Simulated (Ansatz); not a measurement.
C$_{2}$H$_{6}$FNO$_{2}$, SMILES `CNC(O)(O)F`. Total charge 0; spin multiplicity 1.

```xyz
12

C     1.239    0.310    0.964
N     0.641    0.216   -0.355
C    -0.736   -0.070   -0.386
O    -1.021   -1.338    0.082
O    -1.163    0.145   -1.673
F    -1.478    0.743    0.455
H     2.319    0.415    0.852
H     1.046   -0.611    1.514
H     0.859    1.148    1.558
H     0.828    1.026   -0.929
H    -0.428   -1.934   -0.386
H    -2.106   -0.048   -1.694
```

Problem. Give the diagnostics of a CCSD(T)/def2-TZVPP run (frozen core, Ansatz 0.2.0). (Best estimate.)

Solution. Ansatz gave: T1 = 0.0108, largest single amplitude 0.010, largest double 0.012, (T) share of the correlation energy 3.5 %, 9 CCSD cycles. The RHF solution is stable towards an unrestricted one. T1 lies under the customary mark of 0.02 for closed shells.
